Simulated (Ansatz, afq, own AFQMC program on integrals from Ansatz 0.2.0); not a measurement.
Integrals from Ansatz 0.2.0, then the random walk in our own AFQMC program (afq).

```yaml
crystal:
  periodic: [false, false, false]
  atoms:
    - {symbol: Si, position_ang: [0.000000, 0.000000, 0.000000]}
    - {symbol: Al, position_ang: [0.000000, 0.000000, 3.079000]}
basis:
  gaussian: {orbitals: cc-pVDZ}
total_charge: 1
magnetization: {spin_polarized: false}
correlation: {method: ccsd_t, electrons: outside_noble_gas, hamiltonian_folder: ham}
```

```sh
$ ansatz run in.yaml --threads 1 --pin off --events-out ev --progress --plain --max-ram 1843MiB
```

Options of the walk:

```
--method free --trial cid --walkers 50 --time-step 0.01 --max-blocks 60 --target-error 0.00058 --factor-cut 1e-05 --seed 4166 --times 0.0,0.5,1.0,2.0,3.0,4.0 --taylor-order 10
```

Times are imaginary, in 1/Eh. The walk had a cap of 209 s.

afq prints:

```
orbitals 26  electrons 3 3  factors 168 of 367
reference energy -530.49993582 Eh
CCSD correlation -0.12546606 Eh in 15 cycles, weight of the determinant in the CISD state 0.8390
repeat  energy at the last time / Eh  error
    10  -530.630376  0.000752
    20  -530.629595  0.000609
    30  -530.629736  0.000466
time / (1/Eh)  energy / Eh  error  mean overlap
  0.00  -530.625457  0.000280  1.1882
  0.50  -530.627309  0.000291  1.2023
  1.00  -530.628086  0.000287  1.2102
  2.00  -530.628913  0.000313  1.2304
  3.00  -530.629138  0.000295  1.2166
  4.00  -530.629696  0.000457  1.2139
energy -530.629696 +/- 0.000457 Eh
```

The run passed its tests (error under three times the target), which doesn't prove that it has relaxed.

Against this walk (error 12.4 meV) on the same determinant: CCSD(T) 29.0 meV higher, CCSDT(Q) 11.0 meV lower (within the noise), CCSDTQ 16.2 meV lower (within the noise), full CI 16.9 meV lower (within the noise). The error is statistical, and a free projection of finite length keeps a remainder of its start. The last points still move (meV from the last: 65 ± 8 at 0.50, 44 ± 8 at 1.00, 21 ± 9 at 2.00, 15 ± 8 at 3.00, 0 ± 12 at 4.00), but the last one has reached full CI within the noise or passed it, so little can be left to fall.

Cautions: remainder of the start not in the error; higher spins were not checked; restricted determinant unstable towards unrestricted (UHF 835 meV lower, ⟨S²⟩ 1.09); CCSDTQ on the UHF determinant differs (513 meV lower), perhaps since the unrestricted series falls towards higher spin.

The walk took 25 s on 1 thread of Arm Neoverse V1, with other jobs on the host. The log's last line is the free-projection energy.

CCSDT and higher add their correlation energy to the determinant of the CCSD(T) run, since their own runs factorise the integrals more tightly (a shift of under 2 meV). A walk keeps the symmetry of its determinant, which the program's search chose and which needn't be the lowest solution, so a lower state of the same spin and another symmetry isn't excluded.
